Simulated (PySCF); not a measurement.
# Nuclear quadrupole coupling in hydroxy acetaldehyde

Hydroxy acetaldehyde, C2H4O2.
Cartesian coordinates in Å at the PBE0-D3(BJ)/def2-SVP level; atoms count from 1:
```
atom  x, y, z in Å
O1     0.5182   -1.5644   -0.5540
C2     0.6701   -0.6525    0.2185
C3    -0.2020    0.5681    0.1606
O4    -1.1360    0.4821   -0.8498
H5     1.4622   -0.6734    1.0063
H6     0.4703    1.4460    0.0472
H7    -0.6686    0.6852    1.1626
H8    -0.9759   -0.3768   -1.2752
```

Field gradients from the PBE0/pcSseg-1 density (PySCF, non-relativistic), principal values in atomic units, ordered |Vxx| ≤ |Vyy| ≤ |Vzz|:

```csv
atom,Vxx,Vyy,Vzz
O1,0.4263,1.4758,-1.9022
O4,0.0979,1.8712,-1.9690
```

Task: Find the asymmetry η = (Vxx − Vyy)/Vzz and the couplings χ = eQV/h (234.96 MHz × Q in barn × V in au), with Q(17O) = −0.0256 b.

Result: 
| atom | environment | nucleus | η | χzz (MHz) | χxx (MHz) | χyy (MHz) |
| --- | --- | --- | --- | --- | --- | --- |
| O1 | aldehyde oxygen | 17O | 0.55 | 11.44 | -2.56 | -8.88 |
| O4 | alcohol oxygen | 17O | 0.90 | 11.84 | -0.59 | -11.26 |

At O4 η is above 0.9: Vyy and Vzz are nearly equal in size and opposite in sign, so a small change could swap them and flip the sign of χzz. The tensor is traceless: Vxx + Vyy + Vzz = 0.

Task: What is Vzz at O4 in SI units (1 au = 9.71736 × 10²¹ V/m²)?

Result: -1.9690 au = -19.134 × 10²¹ V/m².

Task: What couplings would deuterons (Q(2H) = 0.00286 b) have in place of the hydrogens, at this geometry?

Result: 
```
atom  bonded to  bond length (Å)  Vzz (au)     η  χzz (kHz)
  H5         C2            1.117    0.2526  0.01        170
  H6         C3            1.112    0.2641  0.07        177
  H7         C3            1.111    0.2643  0.07        178
  H8         O4            0.972    0.4151  0.17        279
```

One conformer (not necessarily the lowest) at the PBE0-D3(BJ)/def2-SVP geometry, without solvent, vibrations or thermal averaging. The small basis limits the accuracy of the gradients.
